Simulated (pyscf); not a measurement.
hydrogen fluoride (HF) + H₂N–Si(F)(F)–F → silicon tetrafluoride (F–Si(F)(F)–F) + ammonia (NH₃), a four-centre exchange (singlet surface; F–H, N–Si broken, F–Si, H–N formed). Structures and frequencies: ωB97X-D3(BJ)/def2-SVP in PySCF. Energies in kJ/mol from the separated reactants.

AM1 to PM7: differences of heats of formation from MOPAC. 

Problem. In single points AM1 puts the saddle at 221.0 kJ/mol and the reaction energy at -26.6 kJ/mol. Should these be trusted to within a few kcal/mol? Compare with ωB97M-D3(BJ)/def2-TZVP.

Solution. ωB97M-D3(BJ)/def2-TZVP gives ΔE‡ = 35.7 kJ/mol and ΔE = -71.5 kJ/mol. AM1 lies 185.3 kJ/mol over it in the barrier and 44.9 kJ/mol over it in the reaction energy, so on this step it does not hold to within 12.6 kJ/mol. ωB97M-D3(BJ)/def2-TZVP has limits of its own. On the reactant side the descent ends in a complex, 26.3 kJ/mol under the separated species and 62.4 kJ/mol under the saddle at ωB97X-D3(BJ)/def2-TZVP. On the product side the descent ends in an adduct with a N–Si contact (not fully relaxed), 23.1 kJ/mol under the separated species and 127.2 kJ/mol under the saddle at ωB97X-D3(BJ)/def2-TZVP. What is counted as broken (N–Si) persists as a longer contact in the product adduct; parting that adduct is a step of its own. One saddle was located; it need not be the lowest between these sides.
